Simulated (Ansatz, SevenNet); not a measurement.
For rock-salt ZrC, the machine-learned potential SevenNet-0 (trained on PBE and PBE+U data) gives:

| Property | Result |
|---|---|
| lattice constant a | 4.723 Å |
| zone-centre TO phonon frequency | 348 cm⁻¹ |
| elastic constant C11 | 512 GPa |
| elastic constant C44 | 124 GPa |
| Voigt–Reuss–Hill shear modulus | 151 GPa |

Question: What does r²SCAN (PAW; Ansatz, a program for electronic structure) give for the same quantities?

Answer: 
- lattice constant a: 4.711 Å (shrinks by 0.3 %)
- zone-centre TO phonon frequency: 406 cm⁻¹ (increases by 17 %)
- elastic constant C11: 471 GPa (drops by 8.0 %)
- elastic constant C44: 166 GPa (goes up by 34 %)
- Voigt–Reuss–Hill shear modulus: 172 GPa (grows by 14 %)

For comparison: lattice constant a 4.696 Å (measured, temperature not stated, not corrected to a static lattice; as tabulated in Zhang et al. (2018), doi:10.1088/1367-2630/aac7f0); elastic constant C11 470 GPa (measured, temperature not stated, no zero-point or thermal correction; as tabulated in Wu et al. (2005), arXiv:cond-mat/0412374); elastic constant C44 160 GPa (measured, temperature not stated, not corrected to a static lattice; as tabulated in Wu et al. (2005), arXiv:cond-mat/0412374).

Changes are worked out from the printed values.

Unless a cell is named, each level is at its own relaxed cell (SevenNet-0 13.17, r²SCAN 13.07 Å³/atom).

Ansatz's density-functional and Hartree–Fock values are scalar-relativistic unless marked +SOC, with PAW data made under PBE.
